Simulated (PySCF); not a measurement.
Work out the structure from these simulated measurements.

Formula: C4H4O.

| Quantity | Value |
| --- | --- |
| 1H NMR | chemical shifts (computed TMS as zero) by class: 2.76 (1 H), 2.32 (3 H) ppm [GIAO B97-2/pcSseg-2] |
| Rotational structure | rotational constants A, B, C: 10.328, 4.070, 2.973 GHz [PBE0-D3(BJ)/def2-TZVP] |
| Dipole | 3.11 D [B97-2/pcSseg-2] |
| NMR, other nuclei | isotropic shieldings of nuclei other than C and H, by class: -354 (1 O) ppm [GIAO B97-2/pcSseg-2] |
| 13C NMR | chemical shifts (computed TMS as zero) by class: 190.8 (1 C), 85.0 (1 C), 82.7 (1 C), 35.5 (1 C) ppm [GIAO B97-2/pcSseg-2] |

Gas-phase values; electronic properties from PySCF, density fitting. Levels stand in brackets. Geometry: PBE0-D3(BJ)/def2-TZVP; no solvent, vibrations or thermal averaging. NMR classes are plain means over equivalent atoms (diastereotopic ones count apart unless rotation or inversion swaps them), as if these changed places fast.

**Question.** What is the compound? Reason from the data.

**Answer.** Numbering: `[CH:1]#[C:2][C:3]([CH3:4])=[O:5]`. Its formula, C4H4O, gives 3 degrees of unsaturation: 0 rings and 3 π bonds in the structure found. 4 carbons fall into 4 classes; from least to most shielded: ketone carbonyl carbon [C3] (190.8 ppm), alkyne carbon [C2] (85.0 ppm), terminal alkyne carbon [C1] (82.7 ppm), methyl carbon next to a carbonyl [C4] (35.5 ppm). Hydrogen classes from least to most shielded: 1 H on a terminal alkyne carbon, C1 (2.76 ppm), 3 H on a methyl carbon next to a carbonyl, C4 (2.32 ppm). The other shieldings belong to: -354 ppm, ketone oxygen [O5]. The optimised geometry has point group Cs and is an asymmetric top. Structure: `C#CC(C)=O`. Computed isomers that give other values at the same levels: `c1ccoc1` (13C chemical shifts (computed TMS as zero) by class: 148.7 (2 C), 115.9 (2 C) ppm). The assignments are read from this structure; whether some other isomer fits the data as well wasn't checked.
